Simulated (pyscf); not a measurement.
Structures and frequencies: ωB97X-D3(BJ)/def2-SVP in PySCF.

Problem. F–CH(F)–CH₂–CH₂–Cl → H₃C–CH₂–Cl + F–C:–F [singlet]
Surface: singlet. Broken: C–C, C–H. Formed: C–H. Give ΔE‡ and ΔE from ωB97M-D3(BJ)/def2-TZVP, relative to the reactant's lowest minimum found.

Solution. ΔE‡ = 5.43 eV, ΔE = +2.53 eV. Zero-point energy shifts the barrier by -0.18 eV. It is a 1,1-elimination, with an imaginary mode of 1152i cm⁻¹. The same reactants have a lower exit, to •H₂C–CH₂–CH(F)–F + Cl• (no saddle counted: cutting one bond costs +3.80 eV at ωB97M-D3(BJ), against +5.43 eV here). One saddle was located; it need not be the lowest between these sides.
